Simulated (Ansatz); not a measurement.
# CH5BO: the cost of one run

Method: PBE0-D4/def2-TZVP structures, single points in def2-TZVPP, no counterpoise correction; program: Ansatz 0.2.0, Gaussian basis.

Levels: SPW92, PBE-D4, BLYP-D4, r2SCAN-D4, B97M-V, PBE0-D4, B3LYP-D4, r2SCAN0-D4, BHLYP-D4, CAM-B3LYP-D4, wB97X-V, wB97M-V, B2PLYP, PBE-QIDH, RPA on PBE, Hartree-Fock, MP2, CCSD, CCSD(T).

Correlated methods freeze the cores. B3LYP uses VWN-RPA correlation. B2PLYP carries no dispersion term here.

95 further runs of the same task are left out: 1 that didn't finish, 94 set aside as unsound or not needed.

## 1. Where the work starts

The complex: 10 atoms, charge 0, spin multiplicity 1.

Atoms are counted from 1 here; the program's logs count them from 0.

Bond lengths: B1–H3 1.203 Å, B1–H4 1.196 Å, B1–O6 1.339 Å, H2–H5 0.747 Å, O6–C7 1.414 Å, C7–H8 1.092 Å, C7–H9 1.092 Å, C7–H10 1.093 Å. Angles: H3–B1–H4 123.0°, H3–B1–O6 120.2°, H4–B1–O6 116.9°, B1–O6–C7 122.4°, O6–C7–H8 108.8°, O6–C7–H9 108.8°, O6–C7–H10 111.2°, H8–C7–H9 108.7°, H8–C7–H10 109.6°, H9–C7–H10 109.6°.

Geometry (Å):

```mol
CH7BO
  3D, bonds by distance, orders not assigned

 10  8  0  0  0  0  0  0  0  0999 V2000
   -1.0838   -0.9625    0.7296 B   0  0
    2.7724   -0.9179   -1.3931 H   0  0
   -2.1648   -0.4532    0.8720 H   0  0
   -0.8677   -2.1122    0.9798 H   0  0
    2.1694   -0.9011   -0.9516 H   0  0
   -0.0537   -0.2388    0.2724 O   0  0
   -0.1784    1.1300   -0.0602 C   0  0
    0.5070    1.7080    0.5626 H   0  0
    0.1010    1.2646   -1.1068 H   0  0
   -1.2016    1.4832    0.0951 H   0  0
  1  3  8  0
  1  4  8  0
  1  6  8  0
  2  5  8  0
  6  7  8  0
  7  8  8  0
  7  9  8  0
  7 10  8  0
M  END
```

Its parts: CH₅BO holds atoms 1, 3, 4, 6, 7, 8, 9, 10; H₂ holds atoms 2, 5. Each part counts its atoms afresh in its own runs.

## 2. Relaxing CH₅BO alone

Input file relax-a/in.yaml:

```yaml
crystal:
  periodic: [false, false, false]
  atoms:
    - {symbol: B, position_ang: [-1.083752, -0.962475, 0.729643]}
    - {symbol: H, position_ang: [-2.164827, -0.453209, 0.871959]}
    - {symbol: H, position_ang: [-0.867736, -2.112234, 0.979834]}
    - {symbol: O, position_ang: [-0.053677, -0.238776, 0.272358]}
    - {symbol: C, position_ang: [-0.178388, 1.130043, -0.060160]}
    - {symbol: H, position_ang: [0.506975, 1.708026, 0.562610]}
    - {symbol: H, position_ang: [0.100977, 1.264616, -1.106798]}
    - {symbol: H, position_ang: [-1.201578, 1.483190, 0.095064]}
basis:
  gaussian: {orbitals: def2-TZVP}
hamiltonian: {xc: pbe0, dispersion: d4}
relax: {f_tol: 0.005, max_steps: 200}
```

On the command line:

```console
$ ansatz run in.yaml --threads 2 --pin off --events-out ev --progress --plain --max-ram 4352MiB
```

**Question.** How long does this run take on 2 threads of Arm Neoverse V2, shared host?

About 5.5 s.
